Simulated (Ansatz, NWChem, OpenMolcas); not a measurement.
# A small benchmark: dipole moment

8 molecules holding an element from Na to Cl; the dipole moment in D, computed less measured. Shapes, held fixed at every level: PBE0-D4/def2-TZVP; CS, PN at the measured bond length. No vibrational averaging. Dipoles are compared by magnitude; molecules under 1 D, whose direction can flip, are left out. Programs: Ansatz 0.2.0, NWChem 7.3.0, OpenMolcas 26.06. A level may come from different programs for different species; with the same settings they agree closely. Measured values: NIST CCCBDB.

Levels: A = HF/def2-SVP; B = PBE0/def2-SVP; C = B3LYP/6-31G* (Cartesian functions).

| molecule | measured | A | B | C |
| --- | --- | --- | --- | --- |
| CS (carbon monosulfide) | 1.98 | -0.49 | -0.18 | -0.41 |
| PN (phosphorus nitride) | 2.75 | +0.21 | -0.21 | -0.29 |
| PF3 (phosphorus trifluoride) | 1.03 | +0.52 | +0.07 | -0.05 |
| CH3Cl (chloromethane) | 1.87 | +0.22 | +0.01 | +0.14 |
| CHCl2F (dichlorofluoromethane) | 1.29 | +0.27 | +0.04 | +0.05 |
| SCl2O2 (sulfuryl chloride) | 1.81 | +0.48 | -0.18 | -0.33 |
| SiH3Cl (chlorosilane) | 1.31 | +0.26 | +0.06 | +0.37 |
| C2H6S (dimethyl sulfide) | 1.50 | +0.16 | +0.07 | +0.20 |

Task: Sum up the errors.

Result: 
| level | kind | mean error | mean absolute error | worst case |
| --- | --- | --- | --- | --- |
| HF/def2-SVP | Hartree–Fock | +0.204 | 0.326 | PF3 |
| PBE0/def2-SVP | global hybrid | -0.040 | 0.103 | PN |
| B3LYP/6-31G* (Cartesian functions) | global hybrid | -0.040 | 0.230 | CS |

On this set PBE0/def2-SVP has the smallest mean absolute error and HF/def2-SVP the largest. HF/def2-SVP is too high in 7 of 8. The set is small.
